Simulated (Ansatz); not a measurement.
Cost and result for the atomization energy of C2H5Mg (`C[CH2][Mg]`) radical (8 atoms, 7 bonds).

```xyz
8

C    -0.785   -0.253    0.053
C     0.590    0.367   -0.160
Mg    2.213   -0.664    0.786
H    -1.581    0.311   -0.450
H    -1.056   -0.299    1.112
H    -0.838   -1.277   -0.330
H     0.620    1.397    0.216
H     0.838    0.418   -1.227
```

The species carries charge 0 and has multiplicity 2. Correlated methods include outer-core shells of Mg, which these sets cover unevenly. All single points use the PBE0-D4/def2-TZVP geometry. Program: Ansatz. All runs use 2 threads of a server CPU on a shared host. Times are those of one run each, without the atoms' runs, and a repeat can differ threefold. Electronic energies, without spin–orbit coupling; frozen cores. CCSD(T)/CBS adds CCSD(T) − MP2 in def2-TZVPP to the MP2 limit, and its time is that of the two runs behind it. T1 = 0.012; ⟨S²⟩ of the reference is 0.77. With those shells the extrapolation isn't a true limit.

CCSD(T)/CBS is a level of theory with its own doubt, some kJ/mol a heavy atom from the limit and from the frozen cores, so smaller differences don't rank the functionals.

| level | functions | wall time |
| --- | --- | --- |
| LDA (SPW92)/def2-TZVPP | 164 | 1.1 s |
| revPBE-D4/def2-TZVPP | 164 | 1.9 s |
| BHLYP-D4/def2-TZVPP | 164 | 3.2 s |
| r2SCANh-D4/def2-TZVPP | 164 | 3.6 s |
| CAM-B3LYP-D4/def2-TZVPP | 164 | 3.6 s |
| B2PLYP/def2-TZVPP | 164 | 4.1 s |
| CCSD(T)/def2-SVP | 71 | 4.7 s |
| ωB97X-V/def2-TZVPP | 164 | 7.5 s |
| ωB97M-V/def2-TZVPP (with forces) | 164 | 7.5 s |
| B97M-V/def2-TZVPP | 164 | 7.5 s |
| MP2/def2-QZVPP | 327 | 17 s |
| CCSD(T)/def2-TZVPP | 164 | 52 s |
| CCSD(T)/CBS(def2) | – | 69 s |

Q: What atomization energy does each give, and how far from CCSD(T)/CBS? (Best estimate.)

A: The calculation gave: 
| level | atomization (kJ/mol) | difference from CCSD(T)/CBS | per bond |
| --- | --- | --- | --- |
| LDA (SPW92)/def2-TZVPP | 2954.3 | 347.2 | 49.6 |
| revPBE-D4/def2-TZVPP | 2621.1 | 14.0 | 2.0 |
| BHLYP-D4/def2-TZVPP | 2564.3 | -42.8 | -6.1 |
| r2SCANh-D4/def2-TZVPP | 2629.2 | 22.1 | 3.2 |
| CAM-B3LYP-D4/def2-TZVPP | 2627.0 | 19.9 | 2.8 |
| B2PLYP/def2-TZVPP | 2587.9 | -19.2 | -2.7 |
| CCSD(T)/def2-SVP | 2496.1 | -111.0 | -15.9 |
| ωB97X-V/def2-TZVPP | 2612.1 | 5.0 | 0.7 |
| ωB97M-V/def2-TZVPP (with forces) | 2601.4 | -5.7 | -0.8 |
| B97M-V/def2-TZVPP | 2622.0 | 14.9 | 2.1 |
| MP2/def2-QZVPP | 2609.0 | 1.9 | 0.3 |
| CCSD(T)/def2-TZVPP | 2551.2 | -55.9 | -8.0 |
| CCSD(T)/CBS(def2) | 2607.1 | 0.0 | 0.0 |

From BLYP to BHLYP (50 % exact exchange), in def2-TZVPP and without D4, the atomization energy moves by −30.3 kJ/mol: exact exchange takes away binding that semilocal exchange gives to molecules. At CCSD(T), def2-SVP lies −111.0 kJ/mol from the extrapolated value and def2-TZVPP −55.9 kJ/mol: correlation converges slowly with the basis, and small sets miss more of it in the bonded molecule than in its fragments. Leaving LDA and LC-ωPBE aside and taking each functional with its dispersion term where it has one, the values, not all of them listed here, spread over 101.0 kJ/mol, from BHLYP-D4 to PBE-D4. LDA lies +303.0 kJ/mol from PBE without D4, its usual overbinding.
